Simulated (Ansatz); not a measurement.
**BHS+ (quartet): from Hartree-Fock to the top rungs, cc-pVDZ**

One table from this session's results is given with a row withheld; the runs are named, their logs left out.

Program: Ansatz 0.2.0, Gaussian basis. Level of theory: cc-pVDZ, core rule «outside noble gas», up to 6 orbitals frozen. These are calculated values, not measurements.

The runs, in order: UHF; CCSD(T) on ROHF; CCSD(T) on UHF; BCCD(T) on ROHF; CISD; CCSDT(Q) on ROHF; CCSDT(Q) on UHF; CCSDTQ on ROHF; CCSDTQ on UHF.

11 further runs of the same task are left out: 5 for a known fault of the program, 6 set aside as unsound or not needed.

## The system

The geometry is a PBE0/def2-TZVP stationary point (not a proven minimum) of the parent state, kept for this charge and spin.

3 atoms, charge 1, spin multiplicity 4.

Atoms are counted from 1 here; the program's logs count them from 0.

Bond lengths: B1–S2 1.769 Å, B1–H3 1.201 Å. Angles: S2–B1–H3 116.3°.

Set-up of the first run:

Input file in.yaml:

```yaml
crystal:
  periodic: [false, false, false]
  atoms:
    - {symbol: B, position_ang: [0.000000, -0.194210, 1.266050]}
    - {symbol: S, position_ang: [0.000000, 0.040248, -0.487697]}
    - {symbol: H, position_ang: [0.000000, 0.802670, 1.935360]}
basis:
  gaussian: {orbitals: cc-pVDZ}
total_charge: 1
magnetization: {spin_polarized: true, initial_magnetization: 3}
hamiltonian: {xc: hf}
output: {orbitals: {seedname: orbitals}}
```

Run with:

```bash
> ansatz run in.yaml --threads 1 --pin off --events-out ev --progress --plain --max-ram 2816MiB --backend cpu
```

Steps of the session up to this table: UHF; CCSD(T) on ROHF; CCSD(T) on UHF; BCCD(T) on ROHF; CISD; CCSDT(Q) on ROHF; CCSDT(Q) on UHF; CCSDTQ on ROHF; CCSDTQ on UHF.

One table of the session follows, with a row left open; its other results are not shown here.

| method | from UCCSDTQ (meV) |
| --- | --- |
| ROHF | +4742.5 |
| UHF | +4581.8 |
| RMP2 | +988.3 |
| UMP2 | ? |
| CISD | +352.2 |
| RCCSD | +134.2 |
| UCCSD | +130.6 |
| RCCSD(T) | +31.7 |
| UCCSD(T) | +31.1 |
| BCCD(T) | +31.1 |
| RCCSDT | +6.5 |
| UCCSDT | +5.9 |
| RCCSDT(Q) | +1.2 |
| UCCSDT(Q) | +0.6 |
| RCCSDTQ | +0.5 |
| UCCSDTQ | 0 |

Estimate the missing values for UMP2.

The run gave: from UCCSDTQ (meV): +1020.7. In the column «from UCCSDTQ (meV)» it lies between RMP2 (+988.3) and UHF (+4581.8).

Limits of these values: Restricted and unrestricted rows rest on different reference determinants; where their highest levels disagree by more than a few hundredths of an eV, they describe different states and don't form one ladder.
